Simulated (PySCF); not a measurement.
**Running PySCF for SF**

The script input.py:

```python
from pyscf import gto, scf
from pyscf.geomopt.geometric_solver import optimize

mol = gto.M(
    atom='S 0 0 0; F 0 0 1.84',
    basis='cc-pvdz-dk',
    charge=0,
    spin=1,
    verbose=4,
)
mf = scf.UHF(mol)
mf = mf.sfx2c1e()
mf.kernel()
mol_eq = optimize(mf, maxsteps=30)
print('optimised geometry (angstrom)')
print(mol_eq.tostring('raw'))
print('orbital energies (hartree):', [e[max(0, n-3):n+3].round(4) for e, n in zip(mf.mo_energy, mol.nelec)])
```

```bash
$ OMP_NUM_THREADS=1 python input.py
```

Output (some set-up lines and the per-cycle HOMO/LUMO lines with their warnings removed):

```
PySCF version 2.14.0

[INPUT] Symbol           X                Y                Z      unit          X                Y                Z       unit  Magmom
[INPUT]  1 S      0.000000000000   0.000000000000   0.000000000000 AA    0.000000000000   0.000000000000   0.000000000000 Bohr   0.0
[INPUT]  2 F      0.000000000000   0.000000000000   1.840000000000 AA    0.000000000000   0.000000000000   3.477096069200 Bohr   0.0

nuclear repulsion = 41.4138686806956
number of shells = 10
number of NR pGTOs = 67
number of NR cGTOs = 32
basis = cc-pvdz-dk
ecp = {}

******** <class 'pyscf.x2c.sfx2c1e.sfX2C1eUHF'> ********
method = sfX2C1eUHF
initial guess = minao
damping factor = 0
level_shift factor = 0
DIIS = <class 'pyscf.scf.diis.CDIIS'>
SCF conv_tol = 1e-09
SCF max_cycles = 50
number electrons alpha = 13  beta = 12

******** <class 'pyscf.x2c.sfx2c1e.SpinFreeX2CHelper'> ********
approx = 1e
xuncontract = 1
init E= -497.702721654334

cycle= 1 E= -497.994829133387  delta_E= -0.292  |g|= 0.34  |ddm|= 0.95
cycle= 2 E= -498.026360756339  delta_E= -0.0315  |g|= 0.266  |ddm|= 0.386
cycle= 3 E= -498.050919797611  delta_E= -0.0246  |g|= 0.033  |ddm|= 0.149
cycle= 4 E= -498.052072168792  delta_E= -0.00115  |g|= 0.0125  |ddm|= 0.0365
cycle= 5 E= -498.052370703193  delta_E= -0.000299  |g|= 0.00579  |ddm|= 0.0207
cycle= 6 E= -498.052460980739  delta_E= -9.03e-05  |g|= 0.00267  |ddm|= 0.0139
cycle= 7 E= -498.052482828163  delta_E= -2.18e-05  |g|= 0.00198  |ddm|= 0.0063
cycle= 8 E= -498.052498120618  delta_E= -1.53e-05  |g|= 0.00182  |ddm|= 0.00483
cycle= 9 E= -498.052535045567  delta_E= -3.69e-05  |g|= 0.00149  |ddm|= 0.0133
cycle= 10 E= -498.052595564812  delta_E= -6.05e-05  |g|= 0.00094  |ddm|= 0.0336
cycle= 11 E= -498.052605961606  delta_E= -1.04e-05  |g|= 0.000487  |ddm|= 0.0118
cycle= 12 E= -498.052609890431  delta_E= -3.93e-06  |g|= 0.000262  |ddm|= 0.0107
cycle= 13 E= -498.052610113698  delta_E= -2.23e-07  |g|= 3.8e-05  |ddm|= 0.00245
cycle= 14 E= -498.052610117055  delta_E= -3.36e-09  |g|= 1.23e-05  |ddm|= 0.000367
cycle= 15 E= -498.052610117369  delta_E= -3.14e-10  |g|= 5.01e-06  |ddm|= 8.12e-05
Extra cycle  E= -498.052610117381  delta_E= -1.16e-11  |g|= 2.78e-06  |ddm|= 4.77e-06
converged SCF energy = -498.052610117381  <S^2> = 0.77586899  2S+1 = 2.0257038
Create scanner for <class 'pyscf.grad.uhf.Gradients'>
Create scanner for <class 'pyscf.x2c.sfx2c1e.sfX2C1eUHF'>
input.py

Current date and time:

#|     Arguments passed to driver run_optimizer():      |#
customengine              <pyscf.geomopt.geometric_solver.PySCFEngine object>
logIni                    <dir>
maxiter                   30
----------------------------------------------------------
Custom engine selected.
Bonds will be generated from interatomic distances less than 1.20 times sum of covalent radii
6 internal coordinates being used (instead of 6 Cartesians)
Internal coordinate system (atoms numbered from 1):
Distance 1-2
Translation-X 1-2
Translation-Y 1-2
Translation-Z 1-2
Rotation-A 1-2
Rotation-B 1-2
Rotation-C 1-2
<class 'geometric.internal.Distance'> : 1
<class 'geometric.internal.TranslationX'> : 1
<class 'geometric.internal.TranslationY'> : 1
<class 'geometric.internal.TranslationZ'> : 1
<class 'geometric.internal.RotationA'> : 1
<class 'geometric.internal.RotationB'> : 1
<class 'geometric.internal.RotationC'> : 1
> ===== Optimization Info: ====
> Job type: Energy minimization
> Maximum number of optimization cycles: 30
> Initial / maximum trust radius (Angstrom): 0.100 / 0.300
> Convergence Criteria:
> Will converge when all 5 criteria are reached:
>  |Delta-E| < 1.00e-06
>  RMS-Grad  < 3.00e-04
>  Max-Grad  < 4.50e-04
>  RMS-Disp  < 1.20e-03
>  Max-Disp  < 1.80e-03
> === End Optimization Info ===

Geometry optimization cycle 1
Cartesian coordinates (Angstrom)
 Atom        New coordinates             dX        dY        dZ
   S   0.000000   0.000000   0.000000    0.000000  0.000000  0.000000
   F   0.000000   0.000000   1.840000    0.000000  0.000000  0.000000

WARN: Mole.unit (angstrom) is changed to Bohr

New geometry
   1 S      0.000000000000   0.000000000000   0.000000000000 AA    0.000000000000   0.000000000000   0.000000000000 Bohr
   2 F      0.000000000000   0.000000000000   1.840000000000 AA    0.000000000000   0.000000000000   3.477096069200 Bohr

******** <class 'pyscf.scf.hf.sfX2C1eUHF_Scanner'> ********
method = sfX2C1eUHF_Scanner
initial guess = minao
damping factor = 0
level_shift factor = 0
DIIS = <class 'pyscf.scf.diis.CDIIS'>
SCF conv_tol = 1e-09
SCF max_cycles = 50
number electrons alpha = 13  beta = 12

******** <class 'pyscf.x2c.sfx2c1e.SpinFreeX2CHelper'> ********
approx = 1e
xuncontract = 1
init E= -498.052610117381
cycle= 1 E= -498.052610117384  delta_E= -3.52e-12  |g|= 2.29e-06  |ddm|= 2.84e-06
Extra cycle  E= -498.052610117385  delta_E= -1.02e-12  |g|= 1.53e-06  |ddm|= 2.01e-06
converged SCF energy = -498.052610117385  <S^2> = 0.77586895  2S+1 = 2.0257038

******** <class 'pyscf.grad.rhf.Gradients_Scanner'> for <class 'pyscf.scf.hf.sfX2C1eUHF_Scanner'> ********
unit = Eh/Bohr
--------------- sfX2C1eUHF_Scanner gradients ---------------
         x                y                z
0 S    -0.0000000000     0.0000000000    -0.0815602512
1 F     0.0000000000    -0.0000000000     0.0815602512
----------------------------------------------
cycle 1: E = -498.052610117  dE = -498.053  norm(grad) = 0.115344
Step    0 : Gradient = 8.156e-02/8.156e-02 (rms/max) Energy = -498.0526101174
Hessian Eigenvalues: 5.00000e-02 5.00000e-02 5.00000e-02 ... 5.00000e-02 5.00000e-02 2.32030e-01

Geometry optimization cycle 2
Cartesian coordinates (Angstrom)
 Atom        New coordinates             dX        dY        dZ
   S   0.000000  -0.000000   0.093005    0.000000 -0.000000  0.093005
   F  -0.000000   0.000000   1.746995   -0.000000  0.000000 -0.093005
New geometry
   1 S      0.000000000047  -0.000000000012   0.093004702231 AA    0.000000000090  -0.000000000022   0.175753415513 Bohr
   2 F     -0.000000000047   0.000000000012   1.746995297769 AA   -0.000000000090   0.000000000022   3.301342653687 Bohr

******** <class 'pyscf.scf.hf.sfX2C1eUHF_Scanner'> ********
method = sfX2C1eUHF_Scanner
initial guess = minao
damping factor = 0
level_shift factor = 0
DIIS = <class 'pyscf.scf.diis.CDIIS'>
SCF conv_tol = 1e-09
SCF max_cycles = 50
number electrons alpha = 13  beta = 12

******** <class 'pyscf.x2c.sfx2c1e.SpinFreeX2CHelper'> ********
approx = 1e
xuncontract = 1
init E= -498.172218704659
cycle= 1 E= -498.07084822186  delta_E= 0.101  |g|= 0.0524  |ddm|= 0.139
cycle= 2 E= -498.072396644768  delta_E= -0.00155  |g|= 0.0267  |ddm|= 0.0508
cycle= 3 E= -498.072782457333  delta_E= -0.000386  |g|= 0.0121  |ddm|= 0.0183
cycle= 4 E= -498.073003173079  delta_E= -0.000221  |g|= 0.00877  |ddm|= 0.0147
cycle= 5 E= -498.073241589309  delta_E= -0.000238  |g|= 0.0049  |ddm|= 0.024
cycle= 6 E= -498.073337905377  delta_E= -9.63e-05  |g|= 0.00164  |ddm|= 0.0215
cycle= 7 E= -498.073346867523  delta_E= -8.96e-06  |g|= 0.000651  |ddm|= 0.00595
cycle= 8 E= -498.073348143348  delta_E= -1.28e-06  |g|= 0.000187  |ddm|= 0.00223
cycle= 9 E= -498.073348223368  delta_E= -8e-08  |g|= 5.36e-05  |ddm|= 0.000559
cycle= 10 E= -498.073348228315  delta_E= -4.95e-09  |g|= 1.32e-05  |ddm|= 0.000131
cycle= 11 E= -498.073348228588  delta_E= -2.73e-10  |g|= 3.54e-06  |ddm|= 2.81e-05
Extra cycle  E= -498.073348228602  delta_E= -1.48e-11  |g|= 1.99e-06  |ddm|= 3.84e-06
converged SCF energy = -498.073348228602  <S^2> = 0.76023625  2S+1 = 2.0102102

******** <class 'pyscf.grad.rhf.Gradients_Scanner'> for <class 'pyscf.scf.hf.sfX2C1eUHF_Scanner'> ********
unit = Eh/Bohr
--------------- sfX2C1eUHF_Scanner gradients ---------------
         x                y                z
0 S     0.0000000000     0.0000000000    -0.0220785988
1 F    -0.0000000000    -0.0000000000     0.0220785988
----------------------------------------------
cycle 2: E = -498.073348229  dE = -0.0207381  norm(grad) = 0.0312239
Step    1 : Displace = 9.300e-02/9.300e-02 (rms/max) Trust = 1.000e-01 (=) Grad = 2.208e-02/2.208e-02 (rms/max) E (change) = -498.0733482286 (-2.074e-02) Quality = 1.447
Hessian Eigenvalues: 5.00000e-02 5.00000e-02 5.00000e-02 ... 5.00000e-02 5.00000e-02 1.69219e-01

Geometry optimization cycle 3
Cartesian coordinates (Angstrom)
 Atom        New coordinates             dX        dY        dZ
   S   0.000000  -0.000000   0.127526    0.000000 -0.000000  0.034522
   F  -0.000000   0.000000   1.712474   -0.000000  0.000000 -0.034522
New geometry
   1 S      0.000000000051  -0.000000000063   0.127526498758 AA    0.000000000097  -0.000000000120   0.240990156277 Bohr
   2 F     -0.000000000051   0.000000000063   1.712473501242 AA   -0.000000000097   0.000000000120   3.236105912922 Bohr

******** <class 'pyscf.scf.hf.sfX2C1eUHF_Scanner'> ********
method = sfX2C1eUHF_Scanner
initial guess = minao
damping factor = 0
level_shift factor = 0
DIIS = <class 'pyscf.scf.diis.CDIIS'>
SCF conv_tol = 1e-09
SCF max_cycles = 50
[part of the log left out]
cycle= 10 E= -498.074120679184  delta_E= -2.1e-10  |g|= 2.08e-06  |ddm|= 3.12e-05
Extra cycle  E= -498.07412067919  delta_E= -6.03e-12  |g|= 1.26e-06  |ddm|= 2.35e-06
converged SCF energy = -498.07412067919  <S^2> = 0.76038638  2S+1 = 2.0103596

******** <class 'pyscf.grad.rhf.Gradients_Scanner'> for <class 'pyscf.scf.hf.sfX2C1eUHF_Scanner'> ********
unit = Eh/Bohr
--------------- sfX2C1eUHF_Scanner gradients ---------------
         x                y                z
0 S     0.0000000000    -0.0000000000    -0.0020884190
1 F    -0.0000000000     0.0000000000     0.0020884190
----------------------------------------------
cycle 4: E = -498.074120679  dE = -0.000720459  norm(grad) = 0.00295347
Step    3 : Displace = 1.801e-02/1.801e-02 (rms/max) Trust = 1.726e-02 (-) Grad = 2.088e-03/2.088e-03 (rms/max) E (change) = -498.0741206792 (-7.205e-04) Quality = 0.879
Hessian Eigenvalues: 5.00000e-02 5.00000e-02 5.00000e-02 ... 5.00000e-02 5.00000e-02 3.84455e-01

Geometry optimization cycle 5
Cartesian coordinates (Angstrom)
 Atom        New coordinates             dX        dY        dZ
   S   0.000000  -0.000000   0.110955   -0.000000  0.000000  0.001437
   F  -0.000000   0.000000   1.729045    0.000000 -0.000000 -0.001437
New geometry
   1 S      0.000000000023  -0.000000000015   0.110954719599 AA    0.000000000044  -0.000000000029   0.209674032269 Bohr
   2 F     -0.000000000023   0.000000000015   1.729045280401 AA   -0.000000000044   0.000000000029   3.267422036930 Bohr

******** <class 'pyscf.scf.hf.sfX2C1eUHF_Scanner'> ********
method = sfX2C1eUHF_Scanner
initial guess = minao
damping factor = 0
level_shift factor = 0
DIIS = <class 'pyscf.scf.diis.CDIIS'>
SCF conv_tol = 1e-09
SCF max_cycles = 50
number electrons alpha = 13  beta = 12

******** <class 'pyscf.x2c.sfx2c1e.SpinFreeX2CHelper'> ********
approx = 1e
xuncontract = 1
init E= -498.075787256224
cycle= 1 E= -498.074126343999  delta_E= 0.00166  |g|= 0.000934  |ddm|= 0.0025
cycle= 2 E= -498.074126731217  delta_E= -3.87e-07  |g|= 0.000503  |ddm|= 0.000903
cycle= 3 E= -498.074126820831  delta_E= -8.96e-08  |g|= 0.000124  |ddm|= 0.000294
cycle= 4 E= -498.074126836422  delta_E= -1.56e-08  |g|= 5.83e-05  |ddm|= 0.000129
cycle= 5 E= -498.074126842881  delta_E= -6.46e-09  |g|= 2.31e-05  |ddm|= 0.000107
cycle= 6 E= -498.074126844067  delta_E= -1.19e-09  |g|= 8.62e-06  |ddm|= 5.38e-05
cycle= 7 E= -498.074126844222  delta_E= -1.56e-10  |g|= 5e-06  |ddm|= 1.7e-05
Extra cycle  E= -498.074126844259  delta_E= -3.67e-11  |g|= 3.79e-06  |ddm|= 5.64e-06
converged SCF energy = -498.074126844259  <S^2> = 0.76039757  2S+1 = 2.0103707

******** <class 'pyscf.grad.rhf.Gradients_Scanner'> for <class 'pyscf.scf.hf.sfX2C1eUHF_Scanner'> ********
unit = Eh/Bohr
--------------- sfX2C1eUHF_Scanner gradients ---------------
         x                y                z
0 S    -0.0000000000    -0.0000000000    -0.0001764831
1 F     0.0000000000     0.0000000000     0.0001764831
----------------------------------------------
cycle 5: E = -498.074126844  dE = -6.16507e-06  norm(grad) = 0.000249585
Step    4 : Displace = 1.437e-03/1.437e-03 (rms/max) Trust = 2.441e-02 (+) Grad = 1.765e-04/1.765e-04 (rms/max) E (change) = -498.0741268443 (-6.165e-06) Quality = 1.087
Hessian Eigenvalues: 5.00000e-02 5.00000e-02 5.00000e-02 ... 5.00000e-02 5.00000e-02 3.51967e-01

Geometry optimization cycle 6
Cartesian coordinates (Angstrom)
 Atom        New coordinates             dX        dY        dZ
   S   0.000000   0.000000   0.111087    0.000000  0.000000  0.000133
   F  -0.000000  -0.000000   1.728913   -0.000000 -0.000000 -0.000133
New geometry
   1 S      0.000000000081   0.000000000082   0.111087389640 AA    0.000000000152   0.000000000154   0.209924742313 Bohr
   2 F     -0.000000000081  -0.000000000082   1.728912610359 AA   -0.000000000152  -0.000000000154   3.267171326886 Bohr

******** <class 'pyscf.scf.hf.sfX2C1eUHF_Scanner'> ********
method = sfX2C1eUHF_Scanner
initial guess = minao
damping factor = 0
level_shift factor = 0
DIIS = <class 'pyscf.scf.diis.CDIIS'>
SCF conv_tol = 1e-09
SCF max_cycles = 50
number electrons alpha = 13  beta = 12

******** <class 'pyscf.x2c.sfx2c1e.SpinFreeX2CHelper'> ********
approx = 1e
xuncontract = 1
init E= -498.074280146056
cycle= 1 E= -498.074126884017  delta_E= 0.000153  |g|= 8.67e-05  |ddm|= 0.000232
cycle= 2 E= -498.074126887354  delta_E= -3.34e-09  |g|= 4.69e-05  |ddm|= 8.38e-05
cycle= 3 E= -498.074126888142  delta_E= -7.87e-10  |g|= 1.19e-05  |ddm|= 2.75e-05
Extra cycle  E= -498.074126888284  delta_E= -1.43e-10  |g|= 7.69e-06  |ddm|= 1.31e-05
converged SCF energy = -498.074126888284  <S^2> = 0.76039881  2S+1 = 2.0103719

******** <class 'pyscf.grad.rhf.Gradients_Scanner'> for <class 'pyscf.scf.hf.sfX2C1eUHF_Scanner'> ********
unit = Eh/Bohr
--------------- sfX2C1eUHF_Scanner gradients ---------------
         x                y                z
0 S     0.0000000000     0.0000000000     0.0000037386
1 F    -0.0000000000    -0.0000000000    -0.0000037386
----------------------------------------------
cycle 6: E = -498.074126888  dE = -4.40256e-08  norm(grad) = 5.28716e-06
Step    5 : Displace = 1.327e-04/1.327e-04 (rms/max) Trust = 3.452e-02 (+) Grad = 3.739e-06/3.739e-06 (rms/max) E (change) = -498.0741268883 (-4.403e-08) Quality = 0.995
Hessian Eigenvalues: 5.00000e-02 5.00000e-02 5.00000e-02 ... 5.00000e-02 5.00000e-02 3.51967e-01
Converged! =D

    #| If this code has benefited your research, please support us by citing: |#
    #| Wang, L.-P.; Song, C.C. (2016) "Geometry optimization made simple with |#
    #| translation and rotation coordinates", J. Chem, Phys. 144, 214108.     |#
    #|                                     |#
optimised geometry (angstrom)
S           0.00000000        0.00000000        0.11108739
F          -0.00000000       -0.00000000        1.72891261
orbital energies (hartree): [array([-0.5822, -0.4959, -0.432 ,  0.0424,  0.606 ,  0.6075]), array([-0.6221, -0.6092, -0.4103, -0.0137,  0.0586,  0.6319])]
```

In short: E(SCF) = -498.052610 Eh, 15 cycles, ⟨S²⟩ = 0.776, all at the start geometry; optimised bond 1.618 Å with E = -498.074127 Eh after 6 steps.

Hardware: Intel Xeon Platinum 8259CL @ 2.50GHz, 1 thread, shared host. Wall time 4.9 s.

The last line lists the levels of the start geometry. No search for the lowest solution was made.
